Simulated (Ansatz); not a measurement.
[H···H···SiH$_{2}$], singlet: the ladder up to RCCSDTQ

Geometry: a point of a hydrogen-transfer path between rigid fragments, not a stationary point.

```yaml
atoms:
  - { symbol: H, position_ang: [-2.4303, 0.0549, 0.0000] }
  - { symbol: H, position_ang: [-1.3543, 0.0549, 0.0000] }
  - { symbol: Si, position_ang: [0.0857, 0.0549, 0.0000] }
  - { symbol: H, position_ang: [0.6979, -0.8194, 1.0900] }
  - { symbol: H, position_ang: [0.6979, -0.8194, -1.0900] }
```

Basis cc-pVDZ; Ansatz 0.2.0. Only valence electrons are correlated (noble-gas cores frozen), which leaves 8 electrons in 33 orbitals. Prefix R: restricted or restricted open-shell reference; prefix U: unrestricted. Active spaces: pair = (2e, 2o) about the gap; valence = (8e, 8o) chosen from the atoms' valence shells.

Full CI isn't at hand for all of this; RCCSDTQ serves as the reference, and is uncertain by about the last step of the cluster series. The frozen core follows each run's orbitals, which can shift R against U totals by a few meV.

Unrestricted rows (U) aren't spin-pure: their determinants' ⟨S²⟩ exceeds S(S+1) by up to 0.87, so they mix in states of higher spin.

```
UHF ⟨S²⟩                          : 0.873
T1 diagnostic (RCCSD)             : 0.0274
largest doubles amplitude (RCCSD) : 0.272
```

```tsv
level	E − E(RHF) (eV)
UHF	-1.0286
RMP2	-3.7338
UMP2	-3.8954
RCCSD	-4.8968
UCCSD	-4.8554
RCCSD(T)	-5.0760
UCCSD(T)	-4.9812
```

Question: Estimate how far RCCSDTQ in cc-pVDZ lies from RCCSD(T). The table doesn't fix it; the size of (T) and the diagnostics are the guide.

Answer: RCCSDTQ in cc-pVDZ lies 4.7 kJ/mol below RCCSD(T), which is 27 % of the (T) step (-17.3 kJ/mol). T1 is raised, a doubles amplitude is large, RHF is unstable towards spin polarisation, and the rest is a large part of (T). The miss exceeds 1 kcal/mol.

The other levels:

| level | E − E(RCCSDTQ) (kJ/mol) | share of correlation (%) | wall time |
| --- | --- | --- | --- |
| CISD | 60.1 | 87.84 | 1.1 s |
| BCCD(T) | 4.8 | 99.02 | 0.73 s |
| RCCSDT | 1.0 | 99.80 | – |
| UCCSDT | 1.8 | 99.64 | – |
| RCCSDT(Q) | 0.1 | 99.99 | 3.7 s |
| UCCSDT(Q) | -0.1 | 100.01 | 17 s |
| UCCSDTQ | 0.1 | 99.99 | 33 s (H100) |
| CASSCF (pair space) | 371.2 | 24.92 | – |
| NEVPT2 (pair space) | 86.2 | 82.57 | 0.46 s |
| MRCISD (pair space) | 26.6 | 94.63 | – |
| MRCISD+Q (pair space) | -0.2 | 100.04 | 0.64 s |
| CASSCF (valence space) | 248.4 | 49.76 | – |
| NEVPT2 (valence space) | 76.5 | 84.54 | 3 s |
| MRCISD (valence space) | 13.5 | 97.27 | – |
| MRCISD+Q (valence space) | 1.7 | 99.65 | 3.9 s |

The correlation energy at RCCSDTQ, counted from RHF, is -5.125 eV. That run took 16 s on 2 threads of AMD EPYC 7R13 with a shared H100 80 GB, shared host.

Times hold each run's SCF and search for its determinant on a shared host, so for small cases they say little of a method's own cost; rows without a card ran on 1 thread of AMD EPYC 7R13.

Natural occupations of CASSCF (valence space) about the gap: 1.986 1.978 1.972 1.707 0.292 0.026 0.023 0.016; effectively unpaired electrons, Σ n²(2−n)², 0.51.
